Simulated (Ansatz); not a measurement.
The same path of H4O2Si (7 atoms, charge 0, multiplicity 1) was run twice with different band settings. Lost on the way: Si1–O2, Si1–H4. Made: O2–H4.

These are results of RKS r2SCAN-D4/def2-SVP (Ansatz), not measurements.

Relaxed end points:

```xyz
7
Properties=species:S:1:pos:R:3
Si 0.270 -0.018 0.035
O 0.536 -0.045 1.673
H -0.216 -0.200 2.255
H 1.616 0.114 -0.562
O -0.626 1.288 -0.470
H -1.577 1.166 -0.568
H -0.435 -1.268 -0.399
```

```xyz
7
Properties=species:S:1:pos:R:3
Si 0.024 -0.269 -0.798
O 0.730 0.190 1.243
H 0.614 -0.604 1.788
H 1.687 0.336 1.201
O -0.815 1.182 -0.989
H -1.630 1.283 -0.482
H -1.043 -1.079 0.000
```

Common settings: movable images 5; climbing image yes; spring 5.0 eV/Å²; optimiser quadratic models (default); start path through a guess of the saddle point; iteration limit 60; end points relaxed.

| run | force threshold |
| --- | --- |
| 1 | 0.05 eV/Å |
| 2 | 0.2 eV/Å |

(1) What does each run give, and how far can it be trusted?

Results:

(1) Run 1: converged after 17 iterations, highest image 3.298 eV above the first end. Neighbouring images differ by up to 2.1 eV, so the band resolves the path poorly. A vibrational analysis at the climbing image gives one clearly imaginary mode, 1331i cm⁻¹: a first-order saddle point.
Run 2: converged after 14 iterations, highest image 3.306 eV above the first end. The threshold of 0.2 eV/Å is loose, so the images may lie well off the minimum-energy path. Neighbouring images differ by up to 2.1 eV, so the band resolves the path poorly. The order of the point at the top wasn't checked.
The orbitals stay closed-shell, which can raise the energy where a bond breaks towards radicals; this wasn't checked here.
